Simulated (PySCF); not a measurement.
## Deprotonation sites of methylene fluoride

Molecule: methylene fluoride, `FCF` (CH2F2). Coordinates in Å; atoms count from 1 in this order:
```
F    -1.0726   -0.7454   -0.0711
C     0.0015    0.0700    0.0009
F     1.1224   -0.6756   -0.1037
H     0.0001    0.5746    0.9810
H    -0.0334    0.7796   -0.8421
```

Level of theory: ωB97X-D3(BJ)/ma-def2-TZVP single points in PySCF, grid level 2; every species was optimised with PBE0-D3(BJ)/ma-def2-SVP. The prefix ma- adds one diffuse s and one diffuse p function on all atoms but H. ωB97X-D3(BJ) is ωB97X-V with D3(BJ) in place of VV10. Thermal corrections: PBE0-D3(BJ)/ma-def2-SVP frequencies, unscaled, ideal gas at 298.15 K and 1 bar, quasi-RRHO entropy.

| site | product | ΔH(acid) / kJ/mol | ΔG(acid) / kJ/mol |
| --- | --- | --- | --- |
| C2 (methylene carbon) | `F[CH-]F` | 1671 | 1636 |

ΔH and ΔG refer to AH → A⁻ + H⁺ in the gas phase. Sites whose products fell apart, merged with another or lost in a GFN2-xTB screen aren't listed.

In ethanol the product from C2 is solvated 256 kJ/mol more strongly than the parent (electrostatics only).

Vertical detachment energies of the anions: `F[CH-]F` 1.70 eV.

Deprotonation enthalpy (ΔH), Gas-phase acidity (ΔG): the gap is larger than usual, and may come from another state, site, conformer or species, from the functional or basis, or from an outlying measurement.

Measured values (NIST Chemistry WebBook, evaluated or the median of agreeing entries): deprotonation enthalpy (ΔH) 1628 kJ/mol (computed 1671, difference 43); gas-phase acidity (ΔG) 1590 kJ/mol (computed 1636, difference 45).

Hardware: 1 thread of Arm Neoverse V2, shared with other jobs. Command: `OMP_NUM_THREADS=1 python redox_run.py task.json out`. Structures, frequencies and single points: 35 s.

Differences come from unrounded values, so a last digit can differ from that of the printed terms.
